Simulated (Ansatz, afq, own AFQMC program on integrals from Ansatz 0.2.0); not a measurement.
**SiH2O (triplet): AFQMC on the coupled-cluster ladder at distance Si1–O2 = 1.654 Å, cc-pVDZ**

Aim: compute SiH2O (triplet) with auxiliary-field quantum Monte Carlo on the same integrals as coupled cluster, and set the energies side by side.

Computed with Ansatz 0.2.0, Gaussian basis, and an in-house AFQMC program (afq) on its integrals; all values are calculated. Level: cc-pVDZ, frozen cores.

Plan: PBE (unrestricted); r2SCAN (unrestricted); PBE0 (unrestricted); B3LYP (unrestricted); wB97M-V (unrestricted); B2PLYP (unrestricted); CCSD(T) on UHF; CCSDT(Q) on UHF; Phaseless AFQMC, CISD trial on UHF; Phaseless AFQMC, single-determinant trial on UHF; Free-projection AFQMC, CISD trial on UHF.

1 further run of the same task is left out (it didn't finish).

### Step 1. The geometry

The geometry derives from a PBE0/def2-TZVP stationary point (not a proven minimum). One bond is set to the value named and the two fragments are kept rigid.

4 atoms, charge 0, spin multiplicity 3.

Atoms are counted from 1 here; the program's logs count them from 0.

Bond lengths: Si1–O2 1.654 Å, Si1–H3 1.497 Å, O2–H4 0.960 Å. Angles: O2–Si1–H3 116.3°, Si1–O2–H4 116.5°.

Coordinates:

```csv
atom,x (Å),y (Å),z (Å)
Si1,0.02516,-0.09638,0.59772
O2,-0.09471,0.09407,-1.04096
H3,0.07973,1.16116,1.40855
H4,0.72272,0.03113,-1.54013
```

### Step 2. PBE (unrestricted)

in.yaml

```yaml
crystal:
  periodic: [false, false, false]
  atoms:
    - {symbol: Si, position_ang: [0.025157, -0.096377, 0.597723]}
    - {symbol: O, position_ang: [-0.094714, 0.094069, -1.040960]}
    - {symbol: H, position_ang: [0.079727, 1.161161, 1.408550]}
    - {symbol: H, position_ang: [0.722716, 0.031127, -1.540129]}
basis:
  gaussian: {orbitals: cc-pVDZ}
magnetization: {spin_polarized: true, initial_magnetization: 2}
hamiltonian: {xc: {name: PBE}}
output: {orbitals: {seedname: orbitals}}
```

Started as:

```sh
$ ansatz run in.yaml --threads 1 --pin off --events-out ev --progress --plain --max-ram 1382MiB
```

The log of the run:

```text
Functional definition: PBE
  name "PBE"
  cite "Perdew, Burke & Ernzerhof, Phys. Rev. Lett. 77, 3865 (1996) doi:10.1103/PhysRevLett.77.3865"
  parent pbe
  parameter kappa = 0.804
  parameter beta = 0.06672455060314922
  exchange = pbe_x(kappa = kappa, mu = beta*pi^2/3)
  correlation = pbe_c(beta = beta)
489 factors; their error is unknown
mean field evaluation 1: about -9943.8851 eV, gradient 3.7e1 eV
mean field evaluation 2: about -9895.0406 eV, gradient 1.1e2 eV
mean field evaluation 4: about -9948.5951 eV, gradient 3.7e0 eV
mean field evaluation 8: about -9948.7016 eV, gradient 4.5e-2 eV
mean field evaluation 16: about -9948.6837 eV, gradient 5.2e-5 eV
mean field -9948.68374345 eV, -365.6073841119 hartree, gradient 5.2e-5 eV, S^2 2.001820; 0 other end points of the search recorded, 0 dependent functions left out
reference -9948.68377130 eV, -365.6073851352 hartree; 13, 11 occupied and 29, 31 virtual orbitals, 489 factors
Total energy: -9948.68377130 eV, -365.6073851352 hartree
```

It took 0.83 s on 1 thread of Arm Neoverse V2, shared host.

From the report: ⟨S²⟩ of the determinant 2.002 (pure triplet: 2.00).

### Step 3. r2SCAN (unrestricted)

Changes to in.yaml since step 2:

```diff
@@ -10,3 +10,2 @@
 magnetization: {spin_polarized: true, initial_magnetization: 2}
-hamiltonian: {xc: {name: PBE}}
-output: {orbitals: {seedname: orbitals}}
+hamiltonian: {xc: {name: r2SCAN}}
```

Launched as before.

The log of the run:

```text
Functional definition: r2SCAN
  name "r2SCAN"
  cite "Furness, Kaplan, Ning, Perdew & Sun, J. Phys. Chem. Lett. 11, 8208 (2020) doi:10.1021/acs.jpclett.0c02405"
  cite "Furness, Kaplan, Ning, Perdew & Sun, J. Phys. Chem. Lett. 11, 9248 (2020) doi:10.1021/acs.jpclett.0c03077"
  parent r2scan
  parameter k0 = 0.174
  parameter k1 = 0.065
  parameter a1 = 4.9479
  exchange = r2scan_x(k0 = k0, k1 = k1, a1 = a1)
  correlation = r2scan_c
489 factors; their error is unknown
mean field evaluation 1: about -9949.2755 eV, gradient 3.4e1 eV
mean field evaluation 2: about -9920.1060 eV, gradient 8.6e1 eV
mean field evaluation 4: about -9953.3251 eV, gradient 1.9e0 eV
mean field evaluation 8: about -9953.3372 eV, gradient 3.2e-2 eV
mean field evaluation 16: about -9953.3372 eV, gradient 4.8e-5 eV
mean field -9953.33717167 eV, -365.7783944447 hartree, gradient 4.8e-5 eV, S^2 2.003826; 0 other end points of the search recorded, 0 dependent functions left out
reference -9953.33718093 eV, -365.7783947851 hartree; 13, 11 occupied and 29, 31 virtual orbitals, 489 factors
Total energy: -9953.33718093 eV, -365.7783947851 hartree
```

It took 2 s on 1 thread of Arm Neoverse V2, shared host.

From the report: ⟨S²⟩ of the determinant 2.004 (pure triplet: 2.00).

### Step 4. PBE0 (unrestricted)

Changes to in.yaml since step 3:

```diff
@@ -10,2 +10,3 @@
 magnetization: {spin_polarized: true, initial_magnetization: 2}
-hamiltonian: {xc: {name: r2SCAN}}
+hamiltonian: {xc: {name: PBE0}}
+output: {orbitals: {seedname: orbitals}}
```

Launched as before.

The log of the run:

```text
Functional definition: PBE0
  name "PBE0"
  cite "Adamo & Barone, J. Chem. Phys. 110, 6158 (1999) doi:10.1063/1.478522"
  cite "Perdew, Burke & Ernzerhof, Phys. Rev. Lett. 77, 3865 (1996) doi:10.1103/PhysRevLett.77.3865"
  parent pbe
  parameter a = 0.25
  parameter kappa = 0.804
  parameter beta = 0.06672455060314922
  exchange = (1 - a)*pbe_x(kappa = kappa, mu = beta*pi^2/3) + a*exact_x
  correlation = pbe_c(beta = beta)
399 factors; integrals over basis functions are off by at most 1.3e-3 eV
mean field evaluation 1: about -9945.9885 eV, gradient 3.1e1 eV
mean field evaluation 2: about -9934.7118 eV, gradient 6.1e1 eV
mean field evaluation 4: about -9949.3771 eV, gradient 7.8e-1 eV
mean field evaluation 8: about -9949.4701 eV, gradient 8.7e-2 eV
mean field evaluation 16: about -9949.4702 eV, gradient 1.0e-4 eV
mean field -9949.47023168 eV, -365.6362870210 hartree, gradient 2.3e-5 eV, S^2 2.002550; 0 other end points of the search recorded, 0 dependent functions left out
reference -9949.47025251 eV, -365.6362877868 hartree; 13, 11 occupied and 29, 31 virtual orbitals, 399 factors
Total energy: -9949.47025251 eV, -365.6362877868 hartree
```

It took 1.1 s on 1 thread of Arm Neoverse V2, shared host.

From the report: ⟨S²⟩ of the determinant 2.003 (pure triplet: 2.00).

### Step 5. B3LYP (unrestricted)

Changes to in.yaml since step 4:

```diff
@@ -10,3 +10,2 @@
 magnetization: {spin_polarized: true, initial_magnetization: 2}
-hamiltonian: {xc: {name: PBE0}}
-output: {orbitals: {seedname: orbitals}}
+hamiltonian: {xc: {name: B3LYP}}
```

Same command.

The log of the run, cut to the lines that bear on the results:

```text
Functional definition: B3LYP
  name "B3LYP"
  cite "Stephens, Devlin, Chabalowski & Frisch, J. Phys. Chem. 98, 11623 (1994) doi:10.1021/j100096a001"
  cite "Becke, Phys. Rev. A 38, 3098 (1988) doi:10.1103/PhysRevA.38.3098"
  cite "Lee, Yang & Parr, Phys. Rev. B 37, 785 (1988) doi:10.1103/PhysRevB.37.785"
  cite "Vosko, Wilk & Nusair, Can. J. Phys. 58, 1200 (1980) doi:10.1139/p80-159"
[...]
399 factors; integrals over basis functions are off by at most 1.3e-3 eV
[...]
mean field -9955.44709725 eV, -365.8559327795 hartree, gradient 4.3e-5 eV, S^2 2.002403; 0 other end points of the search recorded, 0 dependent functions left out
reference -9955.44727553 eV, -365.8559393313 hartree; 13, 11 occupied and 29, 31 virtual orbitals, 399 factors
Total energy: -9955.44727553 eV, -365.8559393313 hartree
```

It took 1 s on 1 thread of Arm Neoverse V2, shared host.

From the report: ⟨S²⟩ of the determinant 2.002 (pure triplet: 2.00).

### Step 6. wB97M-V (unrestricted)

Changes to in.yaml since step 5:

```diff
@@ -10,2 +10,3 @@
 magnetization: {spin_polarized: true, initial_magnetization: 2}
-hamiltonian: {xc: {name: B3LYP}}
+hamiltonian: {xc: {name: wB97M-V}}
+output: {orbitals: {seedname: orbitals}}
```

Launched as before.

The log of the run, cut to the lines that bear on the results:

```text
Functional definition: wB97M-V
  name "wB97M-V"
  cite "Mardirossian & Head-Gordon, J. Chem. Phys. 144, 214110 (2016) doi:10.1063/1.4952647"
  cite "Becke, J. Chem. Phys. 107, 8554 (1997) doi:10.1063/1.475007"
  cite "Vydrov & Van Voorhis, J. Chem. Phys. 133, 244103 (2010) doi:10.1063/1.3521275"
  # Of w^i u^j: cxij and so on, Table III.
[...]
  gx(w, u) = 1 - cx + cx01*u + cx10*w
  gss(w, u) = css00 + css04*u^4 + css10*w + css20*w^2 + css43*w^4*u^3
  gos(w, u) = cos00 + cos10*w + (cos20 + cos21*u)*w^2 + (cos60 + cos61*u)*w^6
[...]
      + integral(e_c_pw_mod_opposite_spin*gos(b97_w_opposite, b97_u_opposite)) + vv10(b, c)
399 factors; integrals over basis functions are off by at most 1.3e-3 eV
128 factors; integrals over basis functions are off by at most 1.1e-5 eV
[...]
mean field -9953.49480612 eV, -365.7841874039 hartree, gradient 6.2e-5 eV, S^2 2.001916; 0 other end points of the search recorded, 0 dependent functions left out
reference -9953.49483590 eV, -365.7841884984 hartree; 13, 11 occupied and 29, 31 virtual orbitals, 399 factors
Total energy: -9953.49483590 eV, -365.7841884984 hartree
```

Wall time 4.8 s (1 thread of Arm Neoverse V2, shared host).

From the report: ⟨S²⟩ of the determinant 2.002 (pure triplet: 2.00).

### Step 7. B2PLYP (unrestricted)

Changes to in.yaml since step 6:

```diff
@@ -10,3 +10,3 @@
 magnetization: {spin_polarized: true, initial_magnetization: 2}
-hamiltonian: {xc: {name: wB97M-V}}
-output: {orbitals: {seedname: orbitals}}
+hamiltonian: {xc: {name: B2PLYP}}
+correlation: {electrons: outside_noble_gas}
```

Launched as before.

The log of the run, cut to the lines that bear on the results:

```text
Functional definition: B2PLYP
  name "B2PLYP"
  cite "Grimme, J. Chem. Phys. 124, 034108 (2006) doi:10.1063/1.2148954"
  cite "Becke, Phys. Rev. A 38, 3098 (1988) doi:10.1103/PhysRevA.38.3098"
  cite "Lee, Yang & Parr, Phys. Rev. B 37, 785 (1988) doi:10.1103/PhysRevB.37.785"
[...]
399 factors; integrals over basis functions are off by at most 1.3e-3 eV
[...]
mean field -9947.39120805 eV, -365.5598843118 hartree, gradient 4.8e-6 eV, S^2 2.004211; 0 other end points of the search recorded, 0 dependent functions left out
6 core orbitals not correlated: weight in the atoms' cores, before any rotation towards them, 1.000 or more for the frozen orbitals, at most 0.000 for the correlated occupied ones
reference -9947.39132054 eV, -365.5598884460 hartree; 7, 5 occupied and 29, 31 virtual orbitals, 399 factors
second order -8.55882705 eV of doubles, -0.00000000 eV of singles
Total energy: -9949.70220385 eV, -365.6448118410 hartree
```

Wall time 1.2 s (1 thread of Arm Neoverse V2, shared host).

From the report: ⟨S²⟩ of the determinant 2.004 (pure triplet: 2.00).

### Step 8. CCSD(T) on UHF

Changes to in.yaml since step 7:

```diff
@@ -10,3 +10,2 @@
 magnetization: {spin_polarized: true, initial_magnetization: 2}
-hamiltonian: {xc: {name: B2PLYP}}
-correlation: {electrons: outside_noble_gas}
+correlation: {method: ccsd_t, electrons: outside_noble_gas, hamiltonian_folder: ham}
```

Launched as before.

The log of the run, cut to the lines that bear on the results:

```text
Functional definition: HF
  name "HF"
  cite "Fock, Z. Phys. 61, 126 (1930) doi:10.1007/BF01340294"
  parent pbe
[...]
399 factors; integrals over basis functions are off by at most 1.3e-3 eV
[...]
mean field -9929.63767950 eV, -364.9074541714 hartree, gradient 9.0e-6 eV, S^2 2.005400; 0 other end points of the search recorded, 0 dependent functions left out
6 core orbitals not correlated: weight in the atoms' cores, before any rotation towards them, 1.000 or more for the frozen orbitals, at most 0.000 for the correlated occupied ones
reference -9929.63767950 eV, -364.9074541714 hartree; 7, 5 occupied and 29, 31 virtual orbitals, 399 factors
second order -6.92457957 eV of doubles, -0.00000000 eV of singles
cycle   1  -7.16032755 eV  change   -2.4e-1 eV  update   7.2e-2
[...]
cycle  11  -7.44943069 eV  change   -1.5e-5 eV  update   1.1e-5
perturbative correction -0.16825497 eV, -0.0061832562 hartree
Total energy: -9937.25536516 eV, -365.1873989560 hartree
```

It took 0.85 s on 1 thread of Arm Neoverse V2, shared host.

From the report: ⟨S²⟩ of the determinant 2.005 (pure triplet: 2.00); correlation -7.6177 eV; T1 0.020; largest double amplitude 0.03.

This run also writes the integrals to the folder ham.

### Step 9. CCSDT(Q) on UHF

Changes to in.yaml since step 8:

```diff
@@ -10,2 +10,2 @@
 magnetization: {spin_polarized: true, initial_magnetization: 2}
-correlation: {method: ccsd_t, electrons: outside_noble_gas, hamiltonian_folder: ham}
+correlation: {method: ccsdt_q, electrons: outside_noble_gas}
```

Launched as before.

The log of the run, cut to the lines that bear on the results:

```text
Functional definition: HF
  name "HF"
  cite "Fock, Z. Phys. 61, 126 (1930) doi:10.1007/BF01340294"
  parent pbe
[...]
760 factors; integrals over basis functions are off by at most 2.1e-7 eV
[...]
mean field -9929.63777294 eV, -364.9074576055 hartree, gradient 8.4e-6 eV, S^2 2.005400; 0 other end points of the search recorded, 0 dependent functions left out
6 core orbitals not correlated: weight in the atoms' cores, before any rotation towards them, 1.000 or more for the frozen orbitals, at most 0.000 for the correlated occupied ones
reference -9929.63777294 eV, -364.9074576055 hartree; 7, 5 occupied and 29, 31 virtual orbitals, 760 factors
second order -6.92460268 eV of doubles, -0.00000000 eV of singles
cycle   1  -7.16032323 eV  change   -2.4e-1 eV  update   8.0e-2
[...]
cycle  16  -7.63650522 eV  change   -8.0e-7 eV  update   1.5e-6
perturbative correction -0.01939184 eV, -0.0007126370 hartree
Total energy: -9937.29367000 eV, -365.1888066330 hartree
```

Run time: 30 s. Hardware: 1 thread of Arm Neoverse V2, shared host; peak memory 0.35 GiB.

From the report: ⟨S²⟩ of the determinant 2.005 (pure triplet: 2.00); correlation -7.6559 eV; T1 0.020; largest double amplitude 0.03.

### Step 10. Phaseless AFQMC, CISD trial on UHF

It reads the integrals that the CCSD(T) run on this determinant wrote.

Started as:

```sh
$ afq ham --method phaseless --trial cisd --walkers 60 --populations 1 --least-time 40 --time-step 0.005 --steps-per-block 50 --equilibration-blocks 28 --max-blocks 300 --target-error 0.00042 --factor-cut 1e-05 --start spin_pure --seed 3191 --release-times 0.24,0.51,0.99,1.62,2.4 --release-step 0.03 --release-every 4 --taylor-order 6
```

The log of the run:

```text
orbitals 36  electrons 7 5  factors 271 of 399
reference energy -364.90745417 Eh
CCSD correlation -0.27376144 Eh in 12 cycles, weight of the determinant in the CISD state 0.8994
energy of the start -365.181062 Eh
 block  time / (1/Eh)  mean weight  energy / Eh
     1     0.250  1.0020  -365.177778
     2     0.500  1.0006  -365.179373
     3     0.750  1.0000  -365.180567
     4     1.000  0.9997  -365.184086
     5     1.250  0.9974  -365.182324
     6     1.500  1.0000  -365.191522
     7     1.750  0.9985  -365.184079
     8     2.000  0.9987  -365.186232
     9     2.250  0.9982  -365.192102
    10     2.500  0.9982  -365.199551
    17     4.250  1.0007  -365.188405
    25     6.250  1.0026  -365.194876
    33     8.250  1.0002  -365.185540
    41    10.250  0.9977  -365.187606
    49    12.250  0.9994  -365.198180
    57    14.250  0.9986  -365.180746
    65    16.250  1.0010  -365.185481
    73    18.250  0.9985  -365.187189
    81    20.250  0.9998  -365.183475
    89    22.250  1.0023  -365.186341
    97    24.250  0.9986  -365.183530
   105    26.250  0.9982  -365.182829
   113    28.250  1.0028  -365.183659
   121    30.250  0.9976  -365.182006
   129    32.250  1.0002  -365.186111
   137    34.250  0.9999  -365.187515
   145    36.250  0.9979  -365.192730
   153    38.250  1.0001  -365.197272
   161    40.250  1.0007  -365.182502
   169    42.250  1.0031  -365.184512
   177    44.250  0.9990  -365.184859
   185    46.250  1.0011  -365.186689
   193    48.250  1.0014  -365.200970
   201    50.250  1.0006  -365.180793
   209    52.250  0.9992  -365.192224
   217    54.250  0.9992  -365.199820
   225    56.250  0.9985  -365.185484
   233    58.250  0.9970  -365.185995
   241    60.250  1.0017  -365.185218
   249    62.250  0.9988  -365.186166
   257    64.250  0.9988  -365.187268
   265    66.250  0.9999  -365.194809
   273    68.250  0.9994  -365.190280
   281    70.250  0.9987  -365.185763
   289    72.250  1.0001  -365.189302
   297    74.250  1.0007  -365.183958
   305    76.250  1.0003  -365.180265
   313    78.250  1.0008  -365.188246
   321    80.250  0.9983  -365.188941
blocks merged  error / Eh  count
     1  0.000295  300
     2  0.000366  150
     4  0.000403  75
     8  0.000482  37
    16  0.000524  18
    32  0.000499  9
released: time / (1/Eh)  energy / Eh  error  mean overlap
  0.24  -365.188360  0.000456  0.9975
  0.51  -365.188710  0.000538  0.9975
  0.99  -365.188650  0.000515  0.9762
  1.62  -365.188701  0.000536  0.9740
  2.40  -365.189363  0.000766  0.9701
energy -365.188135 +/- 0.000524 Eh
```

Wall time 7.7 min (1 thread of Arm Neoverse V2, shared host).

Energy -9937.2754 ± 0.0143 eV. Caveats: constraint bias not in the error.

### Step 11. Phaseless AFQMC, single-determinant trial on UHF

It reads the integrals that the CCSD(T) run on this determinant wrote.

Started as:

```sh
$ afq ham --method phaseless --trial hf --walkers 120 --populations 1 --least-time 40 --time-step 0.005 --steps-per-block 20 --equilibration-blocks 112 --max-blocks 600 --target-error 0.00126 --factor-cut 1e-05 --start spin_pure --seed 2972 --taylor-order 6
```

The log of the run:

```text
orbitals 36  electrons 7 5  factors 271 of 399
reference energy -364.90745417 Eh
CCSD correlation -0.27376144 Eh in 12 cycles, weight of the determinant in the CISD state 0.8994
energy of the start -364.907552 Eh
 block  time / (1/Eh)  mean weight  energy / Eh
     1     0.100  1.0000  -364.987854
     2     0.200  1.0031  -365.034855
     3     0.300  1.0030  -365.076832
     4     0.400  1.0006  -365.120339
     5     0.500  1.0014  -365.119613
     6     0.600  1.0010  -365.128953
     7     0.700  1.0007  -365.118315
     8     0.800  0.9999  -365.133823
     9     0.900  0.9973  -365.165079
    10     1.000  1.0017  -365.159868
    18     1.800  1.0006  -365.184357
    35     3.500  1.0002  -365.155172
    52     5.200  0.9990  -365.215335
    69     6.900  0.9978  -365.171378
    86     8.600  0.9982  -365.169805
   103    10.300  0.9993  -365.159574
   120    12.000  1.0025  -365.174792
   137    13.700  0.9994  -365.175267
   154    15.400  1.0020  -365.197483
   171    17.100  1.0002  -365.156229
   188    18.800  1.0016  -365.199593
   205    20.500  1.0003  -365.185604
   222    22.200  1.0003  -365.222154
   239    23.900  1.0000  -365.200555
   256    25.600  0.9988  -365.187697
   273    27.300  0.9976  -365.171714
   290    29.000  1.0006  -365.171186
   307    30.700  0.9977  -365.227749
   324    32.400  1.0007  -365.217604
   341    34.100  1.0012  -365.202295
   358    35.800  1.0011  -365.239535
   375    37.500  1.0011  -365.153833
   392    39.200  1.0003  -365.200830
   409    40.900  0.9985  -365.200566
   426    42.600  1.0009  -365.206837
   443    44.300  1.0008  -365.175940
   460    46.000  1.0005  -365.189176
   477    47.700  0.9973  -365.232377
   494    49.400  0.9974  -365.185322
   511    51.100  0.9991  -365.197298
   528    52.800  0.9987  -365.171491
   545    54.500  1.0005  -365.166447
   562    56.200  1.0009  -365.169012
   579    57.900  0.9995  -365.190445
   596    59.600  1.0002  -365.189848
   613    61.300  0.9976  -365.166518
   630    63.000  1.0003  -365.166446
   647    64.700  1.0022  -365.188626
   664    66.400  0.9983  -365.207506
   681    68.100  0.9989  -365.200979
   698    69.800  0.9986  -365.180041
blocks merged  error / Eh  count
     1  0.001024  600
     2  0.001340  300
     4  0.001715  150
     8  0.002176  75
    16  0.002433  37
    32  0.002970  18
    64  0.003917  9
energy -365.193520 +/- 0.002970 Eh
```

Run time: 4.4 min. Hardware: 1 thread of Arm Neoverse V2, shared host.

Energy -9937.4219 ± 0.0808 eV. Caveats: constraint bias not in the error; error above the target. The error still grows with block length (0.0662 to 0.1066 eV), so the bar may be too small.

### Step 12. Free-projection AFQMC, CISD trial on UHF

It reads the integrals that the CCSD(T) run on this determinant wrote.

Started as:

```sh
$ afq ham --method free --trial cisd --walkers 60 --time-step 0.03 --max-blocks 80 --target-error 0.00042 --factor-cut 1e-05 --seed 6674 --times 0,0.21,0.42,0.81,1.2,1.8,2.4,3 --taylor-order 8
```

The log of the run:

```text
orbitals 36  electrons 7 5  factors 271 of 399
reference energy -364.90745417 Eh
CCSD correlation -0.27376144 Eh in 12 cycles, weight of the determinant in the CISD state 0.8994
repeat  energy at the last time / Eh  error
    10  -365.188100  0.001069
    20  -365.188634  0.001051
    30  -365.188621  0.000854
    40  -365.189231  0.000958
    50  -365.189081  0.000781
    60  -365.188913  0.000670
    70  -365.188916  0.000616
    80  -365.188859  0.000604
time / (1/Eh)  energy / Eh  error  mean overlap
  0.00  -365.181663  0.000328  1.1136
  0.21  -365.185330  0.000285  1.1174
  0.42  -365.186632  0.000307  1.1242
  0.81  -365.187892  0.000308  1.1250
  1.20  -365.187628  0.000384  1.1384
  1.80  -365.188619  0.000416  1.1414
  2.40  -365.189132  0.000609  1.1394
  3.00  -365.188859  0.000604  1.1430
energy -365.188859 +/- 0.000604 Eh
```

Wall time 4.1 min (1 thread of Arm Neoverse V2, shared host).

Energy -9937.2951 ± 0.0164 eV. Caveats: remainder of the start not in the error.

### Step 13. AFQMC on the ladder

On the UHF determinant, counted from CCSDT(Q) (a yardstick, not exact):

```csv
level,energy (eV),from CCSDT(Q) (kcal/mol),statistical error (kcal/mol),time
HF,-9929.6377,+176.55,,
MP2,-9936.5623,+16.87,,
CCSD,-9937.0871,+4.76,,
CCSD(T),-9937.2554,+0.88,,
CCSDT(Q),-9937.2937,0.00,,
"Phaseless AFQMC, CISD trial, step 0.005, 60 walkers",-9937.2754,+0.42,0.33,7.7 min
"Phaseless AFQMC, single-determinant trial, step 0.005, 120 walkers",-9937.4219,-2.96,1.86,4.4 min
"Free-projection AFQMC, CISD trial, step 0.03, 60 walkers",-9937.2951,-0.03,0.38,4.1 min
```

The functionals' totals stand on their own zeros and serve differences with other points: PBE -9948.684 eV; r2SCAN -9953.337 eV; PBE0 -9949.470 eV; B3LYP -9955.447 eV; wB97M-V -9953.495 eV; B2PLYP -9949.702 eV.

### Step 14. Summary of results

```
                                                      quantity                  value
                                  CCSD(T) on UHF from CCSDT(Q)         +0.88 kcal/mol
              Phaseless AFQMC, CISD trial on UHF from CCSDT(Q)  +0.42 ± 0.33 kcal/mol
Phaseless AFQMC, single-determinant trial on UHF from CCSDT(Q)  -2.96 ± 1.86 kcal/mol
        Free-projection AFQMC, CISD trial on UHF from CCSDT(Q)  -0.03 ± 0.38 kcal/mol
```

In words: On UHF the phaseless walk with the CISD trial lies +0.42 kcal/mol from CCSDT(Q), within three error bars. Free projection has no constraint; at the last time it gives -0.03 ± 0.38 kcal/mol, and from a start that isn't spin pure other spins can mix in. Error bars are statistical and leave out the constraint, the time step and what remains of the start.
